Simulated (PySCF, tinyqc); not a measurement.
Worked calculation: RHF in the sto-3g basis, for BH, spin multiplicity 1. The lowest restricted solution is unstable here: a spin-polarised one lies 0.0018 hartree lower (PySCF). One step of it, computed by the program tinyqc.

Task: Iteration 1: diagonalisation and new density. Diagonalise F' = X^T F X, C = X C', fill 3 alpha and 3 beta electrons from the bottom; D = 2 C_occ C_occ^T. Each column has its largest component positive (the first on a tie).

Fock matrix F (hartree):
```
,1B 1s,1B 2s,1B 2px,1B 2py,1B 2pz,2H 1s
1B 1s,-6.772989,-2.061337,0.000000,0.000000,0.007142,-0.044875
1B 2s,-2.061337,-0.371812,0.000000,0.000000,-0.065785,-0.074174
1B 2px,0.000000,0.000000,0.197368,0.010398,0.000000,0.000000
1B 2py,0.000000,0.000000,0.010398,0.625488,0.000000,0.000000
1B 2pz,0.007142,-0.065785,0.000000,0.000000,0.190827,-0.126857
2H 1s,-0.044875,-0.074174,0.000000,0.000000,-0.126857,-0.208352
```

X:
```
,1B 1s,1B 2s,1B 2px,1B 2py,1B 2pz,2H 1s
1B 1s,1.028884,-0.141937,0.000000,0.000000,-0.001039,0.008447
1B 2s,-0.141937,1.033238,0.000000,0.000000,0.005908,-0.054897
1B 2px,0.000000,0.000000,1.000000,0.000000,0.000000,0.000000
1B 2py,0.000000,0.000000,0.000000,1.000000,0.000000,0.000000
1B 2pz,-0.001039,0.005908,0.000000,0.000000,1.007748,-0.072467
2H 1s,0.008447,-0.054897,0.000000,0.000000,-0.072467,1.012023
```

Give: F' = X^T F X; orbital energies; coefficients C; D after iteration 1.

Result:

F' = X^T F X (hartree):
```
,1,2,3,4,5,6
1,-6.5760,-1.1876,0.0000,0.0000,0.0130,0.0183
2,-1.1876,0.0776,0.0000,0.0000,-0.0564,-0.0609
3,0.0000,0.0000,0.1974,0.0104,0.0000,0.0000
4,0.0000,0.0000,0.0104,0.6255,0.0000,0.0000
5,0.0130,-0.0564,0.0000,0.0000,0.2105,-0.1257
6,0.0183,-0.0609,0.0000,0.0000,-0.1257,-0.1865
```

orbital energies (hartree): MO1 -6.7816, MO2 -0.2344, MO3 0.1971, MO4 0.2264, MO5 0.3152, MO6 0.6257

coefficients C:
```
,MO1,MO2,MO3,MO4,MO5,MO6
1B 1s,0.9896,-0.0376,0.0000,-0.1533,-0.2732,0.0000
1B 2s,0.0365,0.1035,0.0000,0.5174,0.9006,0.0000
1B 2px,0.0000,0.0000,0.9997,0.0000,0.0000,0.0243
1B 2py,0.0000,0.0000,-0.0243,0.0000,0.0000,0.9997
1B 2pz,-0.0004,0.2210,0.0000,0.8517,-0.4967,0.0000
2H 1s,-0.0022,0.9291,0.0000,-0.4115,0.0033,0.0000
```

D after iteration 1:
```
,1B 1s,1B 2s,1B 2px,1B 2py,1B 2pz,2H 1s
1B 1s,1.9614,0.0644,0.0000,0.0000,-0.0174,-0.0742
1B 2s,0.0644,0.0241,0.0000,0.0000,0.0457,0.1921
1B 2px,0.0000,0.0000,1.9988,-0.0485,0.0000,0.0000
1B 2py,0.0000,0.0000,-0.0485,0.0012,0.0000,0.0000
1B 2pz,-0.0174,0.0457,0.0000,0.0000,0.0977,0.4107
2H 1s,-0.0742,0.1921,0.0000,0.0000,0.4107,1.7264
```
